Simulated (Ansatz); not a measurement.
How far each method lies from full CI for H2O, singlet

Geometry: a point of a bend scan, not a stationary point.

| atom | x (Å) | y (Å) | z (Å) |
| --- | --- | --- | --- |
| O | 0.0000 | 0.0000 | 0.0000 |
| H | 0.0000 | 0.0000 | -0.9595 |
| H | 0.0000 | 0.0000 | 0.9595 |

Basis 6-31G; Ansatz 0.2.0. Only valence electrons are correlated (noble-gas cores frozen), which leaves 8 electrons in 12 orbitals. R marks a restricted (for open shells ROHF) determinant. Active spaces: pair = (2e, 2o) about the gap; valence = (8e, 6o) chosen from the atoms' valence shells.

Full CI is exact within this basis and frozen core; it isn't the basis-set limit.

```
UHF ⟨S²⟩                          : 0.000
T1 diagnostic (RCCSD)             : 0.0058
largest doubles amplitude (RCCSD) : 0.054
```

| level | E − E(full CI) (kJ/mol) | share of correlation (%) | wall time |
| --- | --- | --- | --- |
| RHF | 343.9 | 0.00 | – |
| RMP2 | 17.9 | 94.78 | – |
| CISD | 16.4 | 95.23 | 0.06 s |
| RCCSD | 3.3 | 99.05 | – |
| RCCSD(T) | 1.3 | 99.62 | 0.12 s |
| BCCD(T) | 1.3 | 99.62 | 0.12 s |
| RCCSDT | 1.1 | 99.69 | – |
| RCCSDT(Q) | 0.0 | 100.01 | 0.27 s |
| RCCSDTQ | 0.0 | 99.99 | 0.93 s |
| CASSCF (pair space) | 299.4 | 12.94 | – |
| NEVPT2 (pair space) | 11.5 | 96.64 | 0.09 s |
| MRCISD (pair space) | 12.9 | 96.25 | – |
| MRCISD+Q (pair space) | 3.3 | 99.04 | 0.18 s |
| CASSCF (valence space) | 239.2 | 30.45 | – |
| NEVPT2 (valence space) | 24.3 | 92.95 | 0.09 s |
| MRCISD (valence space) | 8.8 | 97.45 | – |
| MRCISD+Q (valence space) | 2.6 | 99.23 | 0.36 s |

The correlation energy at full CI, counted from RHF, is -3.564 eV. That run took 1.2 s on 1 thread of Arm Neoverse V2, shared host over 30,849 determinants.

Times hold each run's SCF and search for its determinant on a shared host, so for small cases they say little of a method's own cost; they ran on 1 thread of Arm Neoverse V2.

The full-CI state has the irrep Ag of D2h, in the program's axes (one component, if the state is degenerate).

Natural occupations of full CI about the gap: 1.985 1.980 1.980 1.971 0.022 0.020 0.019 0.019 0.004 0.001; effectively unpaired electrons, Σ n²(2−n)², 0.01.
